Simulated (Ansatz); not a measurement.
## H$_{2}$Si–N⁺, triplet: the ladder up to UCCSDT(Q)

Geometry: that of the H2Si–N, quartet, kept fixed.

```xyz
4

Si    0.0000    0.0000    0.5558
N     0.0000    0.0000   -1.2927
H     0.0000    1.3020    1.2391
H     0.0000   -1.3020    1.2391
```

Basis cc-pVDZ; Ansatz 0.2.0. Only valence electrons are correlated (noble-gas cores frozen), which leaves 10 electrons in 36 orbitals. Prefix R: restricted or restricted open-shell reference; prefix U: unrestricted. Active spaces: valence = (10e, 10o) chosen from the atoms' valence shells.

Full CI isn't at hand for all of this; UCCSDT(Q) serves as the reference, and is uncertain by about the last step of the cluster series. The frozen core follows each run's orbitals, which can shift R against U totals by a few meV.

For open shells CISD is restricted-active-space CI with the open shells as a complete middle space.

The UHF ⟨S²⟩ is 2.016 and the T1 diagnostic (RCCSD) is 0.0238. The largest doubles amplitude (RCCSD) is 0.041. The T1 diagnostic (UCCSD) is 0.0217.

```tsv
level	E − E(UCCSDT(Q)) (meV)	share of correlation (%)	wall time
RHF	6002	0.00	–
UHF	5841	2.68	–
RMP2	1177	80.39	–
UMP2	1185	80.25	–
CISD	534	91.11	2.6 s
RCCSD	181	96.98	–
UCCSD	177	97.05	–
RCCSD(T)	44	99.27	4.2 s
UCCSD(T)	43	99.29	4.7 s
BCCD(T)	45	99.25	3.1 s
RCCSDT	11	99.81	–
UCCSDT	10	99.83	–
RCCSDT(Q)	2	99.96	17 s
CASSCF (valence space)	3930	34.52	–
NEVPT2 (valence space)	895	85.09	8 s
MRCISD (valence space)	221	96.33	–
MRCISD+Q (valence space)	15	99.74	13 s
```

The correlation energy at UCCSDT(Q), counted from RHF, is -6.002 eV. That run took 17 s on 1 thread of Arm Neoverse V1, shared host.

Times hold each run's SCF and search for its determinant on a shared host, so for small cases they say little of a method's own cost; they ran on 1 thread of Arm Neoverse V1.

Natural occupations of CASSCF (valence space) about the gap: 1.989 1.983 1.974 1.955 0.999 0.993 0.048 0.021 0.019 0.019; effectively unpaired electrons, Σ n²(2−n)², 2.03.
